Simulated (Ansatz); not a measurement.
Relaxation of C₂H₇NS (11 atoms, charge 0, multiplicity 1), to a largest force component of 0.015 eV/Å in at most 40 steps.

Computed with RKS r2SCAN-D4/def2-SVP (Ansatz 0.2.0).

```xyz
11
Properties=species:S:1:pos:R:3:forces:R:3
N -0.355 1.365 -0.542 -2.14 2.51 -1.22
C -0.244 0.447 0.536 1.54 0.60 -0.20
C 0.833 -0.575 0.248 1.32 -0.06 1.73
S 0.545 -1.634 -1.167 -1.43 -0.83 0.11
H -0.513 0.893 -1.450 0.18 -0.09 0.62
H -1.261 1.959 -0.419 2.06 -1.21 -0.22
H 0.033 1.006 1.452 -0.02 -0.16 -0.02
H -1.155 -0.044 0.712 -1.88 -1.36 0.78
H 1.822 -0.056 0.108 -0.67 -0.29 -0.26
H 1.001 -1.216 1.162 -0.21 0.38 -0.62
H -0.641 -2.201 -0.618 1.25 0.50 -0.71
```

Question: Where does it end, and by what steps?

Answer: The run converged. After 7 steps the energy has fallen by 0.350 eV; H6 moved furthest, 0.14 Å.

```json
{"step": "0", "energy less start (eV)": "0.0000", "largest force component (eV/Å)": "2.513", "accepted": "yes"}
{"step": "1", "energy less start (eV)": "-0.3068", "largest force component (eV/Å)": "0.731", "accepted": "yes"}
{"step": "2", "energy less start (eV)": "-0.3452", "largest force component (eV/Å)": "0.184", "accepted": "yes"}
{"step": "3", "energy less start (eV)": "-0.3490", "largest force component (eV/Å)": "0.072", "accepted": "yes"}
{"step": "4", "energy less start (eV)": "-0.3496", "largest force component (eV/Å)": "0.031", "accepted": "yes"}
{"step": "5", "energy less start (eV)": "-0.3497", "largest force component (eV/Å)": "0.034", "accepted": "yes"}
{"step": "6", "energy less start (eV)": "-0.3499", "largest force component (eV/Å)": "0.019", "accepted": "yes"}
{"step": "7", "energy less start (eV)": "-0.3499", "largest force component (eV/Å)": "0.001", "accepted": "yes"}
```

```xyz
11
Properties=species:S:1:pos:R:3
N -0.351 1.395 -0.566
C -0.263 0.460 0.539
C 0.829 -0.568 0.284
S 0.515 -1.633 -1.176
H -0.551 0.869 -1.420
H -1.136 2.031 -0.430
H 0.006 1.014 1.458
H -1.207 -0.087 0.773
H 1.773 -0.052 0.045
H 1.000 -1.202 1.167
H -0.551 -2.283 -0.654
```

Time of the run: 26 s on 2 threads of Arm Neoverse V2 (shared host), peak memory 0.15 GiB.
